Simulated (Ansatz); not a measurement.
**Dissociation curves of C2H4 (SMILES [CH2][CH2])**

C2H4 has 6 atoms, charge 0, and is taken as a triplet. SMILES: `[CH2][CH2]`. The coordinates come from a GFN2-xTB relaxation. This is one conformer, not always the lowest.

```xyz
6

C    -0.1636   -0.6825   -0.0999
C     0.1659    0.6828    0.0918
H    -1.1836   -1.0108   -0.2366
H     0.5886   -1.4579   -0.0946
H     0.3931    1.3390   -0.7358
H     0.1996    1.1294    1.0751
```

The C1–C2 distance is scanned; the parts on either side stay rigid. Basis STO-3G, 2 core orbitals frozen in the correlated methods; program Ansatz 0.2.0. FCI is exact within this basis and core. Energies in eV from each method's value at 1.417 Å; open shells run as named. The shape above is that at 1.417 Å.

```json
{"distance (Å)": "1.417", "U-revPBE": "0.00", "UBHLYP": "0.00", "U-r2SCAN0": "0.00", "UCAM-B3LYP": "0.00", "UB2PLYP": "0.00", "UCCSD": "0.00", "UCCSD(T)": "0.00", "FCI": "0.00"}
{"distance (Å)": "1.772", "U-revPBE": "0.93", "UBHLYP": "1.09", "U-r2SCAN0": "1.13", "UCAM-B3LYP": "1.04", "UB2PLYP": "0.97", "UCCSD": "0.76", "UCCSD(T)": "0.75", "FCI": "0.75"}
{"distance (Å)": "2.126", "U-revPBE": "3.11", "UBHLYP": "3.65", "U-r2SCAN0": "3.64", "UCAM-B3LYP": "3.46", "UB2PLYP": "3.37", "UCCSD": "2.84", "UCCSD(T)": "2.81", "FCI": "2.79"}
{"distance (Å)": "3.544", "U-revPBE": "6.26", "UBHLYP": "6.11", "U-r2SCAN0": "6.16", "UCAM-B3LYP": "6.41", "UB2PLYP": "5.99", "UCCSD": "6.12", "UCCSD(T)": "6.12", "FCI": "4.70"}
```

Departure from the FCI curve at its largest: U-revPBE +1.56 eV at 3.54 Å; UBHLYP +1.42 eV at 3.54 Å; U-r2SCAN0 +1.46 eV at 3.54 Å; UCAM-B3LYP +1.72 eV at 3.54 Å; UB2PLYP +1.30 eV at 3.54 Å; UCCSD +1.42 eV at 3.54 Å; UCCSD(T) +1.43 eV at 3.54 Å. For the functionals part of the departure is owed to the small basis.
